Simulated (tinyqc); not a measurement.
Worked calculation: ROHF in the sto-3g basis, for BH, spin multiplicity 3. This run ends on a higher stationary point, not on the lowest solution. One step of it, computed by the program tinyqc.

Problem. Iteration 3: DIIS coefficients. Solve [B -1; -1 0][c; lambda] = [0; -1] for the coefficients, which sum to one.

B (overlaps of the stored error matrices):
```
                1               2
1   6.2318480e-02  -8.6103842e-02
2  -8.6103842e-02   1.6503791e-01
```

Give: DIIS coefficients.

Solution.

DIIS coefficients: 0.629  0.371
